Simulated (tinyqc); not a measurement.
Pariser-Parr-Pople SCF with singles CI, for the molecule C=CC=C (SMILES; centres numbered as the heavy atoms are written), step by step. Computed by tinyqc, a small Python program that keeps every step. Settings: charge = 0, gamma = Ohno, start = core, damping = 0.5, iteration cap = 76, excitations kept = 9. Command: `OMP_NUM_THREADS=1 python tinyqc.py 20780 20781 out.jsonl` (the two numbers bound the seeds that draw the settings). One thread of a shared host (Intel(R) Xeon(R) Processor @ 2.60GHz), about 0.01 s of CPU time with the checks. Later iterations appear only in the table of the cycle.

## PPP integrals

Centres (angstrom, eV; a flat drawing with bonds scaled to 1.40 angstrom):
```
centre         x         y  core charge z         W  gamma_rr
1C      -1.84800  -0.12700              1  11.98000  12.62000
2C      -0.55900   0.42100              1  11.98000  12.62000
3C       0.55900  -0.42100              1  11.98000  12.62000
4C       1.84800   0.12700              1  11.98000  12.62000
```

Resonance integrals (eV):
```
i  j      beta
1  2  -2.58000
2  3  -2.58000
3  4  -2.58000
```

Ohno: gamma = 14.399645/sqrt(R^2 + a^2), a = 2 x 14.399645/(gamma_rr + gamma_ss); H_rr = -W_r - sum_(s != r) z_s gamma_rs; H_rs = beta for bonds.

repulsion gamma_rs (eV), lower triangle:
```
          1C        2C        3C        4C
1C  12.62000
2C   7.97065  12.62000
3C   5.37315   7.97424  12.62000
4C   3.71465   5.37315   7.97065  12.62000
```

core matrix H (eV), lower triangle:
```
           1C         2C         3C         4C
1C  -29.03844
2C   -2.58000  -33.29803
3C    0.00000   -2.58000  -33.29803
4C    0.00000    0.00000   -2.58000  -29.03844
```

## Starting guess

pi electrons, sum of z_r less the charge = 4

Orbitals of the core matrix H.

P at the start, lower triangle:
```
          1C        2C       3C       4C
1C   0.44609
2C   0.77658   1.55391
3C  -0.17432   0.24439  1.55391
4C  -0.24439  -0.17432  0.77658  0.44609
```

## Iteration 1: Fock matrix

F_rr = H_rr + P_rr gamma_rr / 2 + sum_(s != r) P_ss gamma_rs; F_rs = H_rs - P_rs gamma_rs / 2; E = tr P (H + F) / 2 + core repulsion sum_(r<s) z_r z_s gamma_rs.

F (eV), lower triangle:
```
          1C        2C        3C        4C
1C  -3.83150
2C  -5.67491  -5.14908
3C   0.46831  -3.55441  -5.14908
4C   0.45391   0.46831  -5.67491  -3.83150
```

pi energy = -50.62438 eV

## Iteration 1: orbitals and new P

Diagonalise F (the basis is taken as orthonormal) and form P = 2 sum c c over the lowest orbitals; 0.5 of the old P is kept.

orbital energies (eV): -11.88862  -9.22886  -0.19246  3.34878

P after iteration 1, lower triangle:
```
          1C        2C       3C       4C
1C   0.66269
2C   0.85508   1.33731
3C  -0.10879   0.28952  1.33731
4C  -0.28952  -0.10879  0.85508  0.66269
```

## Iteration 2: Fock matrix

As before.

F (eV), lower triangle:
```
          1C        2C        3C        4C
1C  -4.55042
2C  -5.98776  -5.35278
3C   0.29228  -3.73434  -5.35278
4C   0.53773   0.29228  -5.98776  -4.55042
```

pi energy = -52.27025 eV

## Iteration 2: orbitals and new P

As before.

orbital energies (eV): -12.78497  -9.86856  -0.31484  3.16197

P after iteration 2, lower triangle:
```
          1C        2C       3C       4C
1C   0.79618
2C   0.89688   1.20382
3C  -0.06701   0.31306  1.20382
4C  -0.31306  -0.06701  0.89688  0.79618
```

## Convergence

Stop when output and input P, before any damping, agree to 1e-7.

Course of the cycle:
```
iteration       E (eV)  largest |P(out) - P(in)|
1          -50.6243811                  4.33e-01
2          -52.2702524                  2.67e-01
3          -53.2784221                  1.62e-01
4          -53.8470350                  9.79e-02
5          -54.1537240                  5.89e-02
6          -54.3148619                  3.54e-02
7          -54.3981625                  2.12e-02
8          -54.4407768                  1.28e-02
9          -54.4624262                  7.65e-03
10         -54.4733730                  4.60e-03
11         -54.4788902                  2.76e-03
...                ...                       ...
24         -54.4844559                  3.68e-06
25         -54.4844562                  2.21e-06
26         -54.4844564                  1.33e-06
27         -54.4844565                  7.99e-07
28         -54.4844565                  5.25e-07
29         -54.4844566                  3.81e-07
30         -54.4844566                  2.77e-07
31         -54.4844566                  2.01e-07
32         -54.4844566                  1.46e-07
33         -54.4844566                  1.06e-07
34         -54.4844566                  7.70e-08
```

Converged in 34 iterations.

## Converged orbitals

Charges are z - P_rr.

orbital energies (eV): -14.04868  -10.74671  -0.59329  2.70868

coefficients:
```
        MO1       MO2       MO3       MO4
1C  0.40651   0.57857   0.57857  -0.40651
2C  0.57857   0.40651  -0.40651   0.57857
3C  0.57857  -0.40651  -0.40651  -0.57857
4C  0.40651  -0.57857   0.57857   0.40651
```

pi charges: 1C 0.00000, 2C 0.00000, 3C 0.00000, 4C 0.00000

## Singles CI, singlets

Over the 4 single excitations with the smallest orbital gaps: A = (e_a - e_i) delta + 2 (ia|jb) - (ij|ab), with (pq|rs) = sum c_mp c_mq gamma_mn c_nr c_ns. f = 2/3 w |mu|^2 in atomic units, mu = sqrt2 sum c_ia sum_m c_mi c_ma R_m.

singlet CI matrix (eV), lower triangle:
```
         2>3       1>3      2>4       1>4
2>3  5.76477
1>3  0.00000   7.91655
2>4  0.00000  -0.19212  7.91655
1>4  0.52350   0.00000  0.00000  10.20280
```

singlet excitation energies (eV): 5.70386  7.72443  8.10867  10.26372

oscillator strengths: 1.21608  0.00000  0.00000  0.18014

## Singles CI, triplets

Over the 4 single excitations with the smallest orbital gaps: A = (e_a - e_i) delta - (ij|ab), with (pq|rs) = sum c_mp c_mq gamma_mn c_nr c_ns.

triplet CI matrix (eV), lower triangle:
```
         2>3      1>3      2>4      1>4
2>3  2.41524
1>3  0.00000  5.65043
2>4  0.00000  2.07400  5.65043
1>4  2.07400  0.00000  0.00000  8.29721
```

triplet excitation energies (eV): 1.75750  3.57644  7.72443  8.95495
